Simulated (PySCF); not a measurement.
1-buten-3-yne, C₄H₄.
Atom-mapped SMILES: `[CH:1]#[C:2][CH:3]=[CH2:4]` (hydrogens: H5 on C1; H6 on C3; H7, H8 on C4)

The same species was optimised twice, with GFN2-xTB and with PBE0-D3(BJ)/def2-SVP (PySCF), and the same property calculations (PySCF, gas phase) were run on both structures.

| coordinate | GFN2-xTB | PBE0-D3(BJ)/def2-SVP | change |
| --- | --- | --- | --- |
| C1–H5 (Å) | 1.049 | 1.074 | +0.025 |
| C4–H8 (Å) | 1.077 | 1.092 | +0.015 |
| C4–H7 (Å) | 1.077 | 1.093 | +0.016 |
| C3–H6 (Å) | 1.083 | 1.097 | +0.014 |
| C1≡C2 (Å) | 1.201 | 1.214 | +0.013 |
| C3=C4 (Å) | 1.328 | 1.341 | +0.013 |
| C2–C3 (Å) | 1.411 | 1.424 | +0.013 |
| C4–C3–H6 (°) | 121.3 | 119.5 | -1.8 |
| C2–C3–C4 (°) | 123.4 | 124.5 | +1.1 |
| H7–C4–H8 (°) | 116.8 | 117.9 | +1.1 |
| C3–C4–H8 (°) | 121.6 | 120.7 | -0.9 |
| C2–C3–H6 (°) | 115.3 | 116.0 | +0.7 |
| C1–C2–C3 (°) | 179.3 | 178.9 | -0.4 |
| C3–C4–H7 (°) | 121.6 | 121.4 | -0.2 |
| C2–C1–H5 (°) | 179.9 | 179.8 | -0.1 |

Rotational constants: A = 50415, B = 4848, C = 4423 MHz (GFN2-xTB) against A = 50800, B = 4706, C = 4307 MHz (PBE0-D3(BJ)/def2-SVP). Point groups within 0.08 Å: Cs and Cs. Atoms that the bonding makes alike are paired by their places after alignment.

On the GFN2-xTB structure: HOMO (eV) -7.21 [PBE0/pcSseg-1]; LUMO (eV) -0.93 [PBE0/pcSseg-1]; dipole (D) 0.43 [PBE0/pcSseg-1]; GIAO shielding of C1 (ppm) 97.7 [PBE0/pcSseg-1]; GIAO shielding of C2 (ppm) 99.9 [PBE0/pcSseg-1]; GIAO shielding of C3 (ppm) 62.5 [PBE0/pcSseg-1]; GIAO shielding of C4 (ppm) 48.5 [PBE0/pcSseg-1].

Q: What do these properties become on the PBE0-D3(BJ)/def2-SVP structure?

A: 
| property | level | on GFN2-xTB | on PBE0-D3(BJ)/def2-SVP | change |
| --- | --- | --- | --- | --- |
| HOMO (eV) | PBE0/pcSseg-1 | -7.21 | -7.19 | +0.02 |
| LUMO (eV) | PBE0/pcSseg-1 | -0.93 | -1.00 | -0.07 |
| dipole (D) | PBE0/pcSseg-1 | 0.43 | 0.41 | -0.02 |
| energy, GFN2-xTB geometry as zero (kcal/mol) | PBE0/pcSseg-1 | 0.0 | -0.3 | -0.3 |
| GIAO shielding of C1 (ppm) | PBE0/pcSseg-1 | 97.7 | 95.1 | -2.6 |
| GIAO shielding of C2 (ppm) | PBE0/pcSseg-1 | 99.9 | 99.6 | -0.3 |
| GIAO shielding of C3 (ppm) | PBE0/pcSseg-1 | 62.5 | 59.1 | -3.4 |
| GIAO shielding of C4 (ppm) | PBE0/pcSseg-1 | 48.5 | 45.1 | -3.4 |

The heavy atoms differ by 0.020 Å rms after alignment. Among all bonds C1–H5 changes most (+0.025 Å). Changes are differences of the printed values. Neither structure is proved a minimum here.
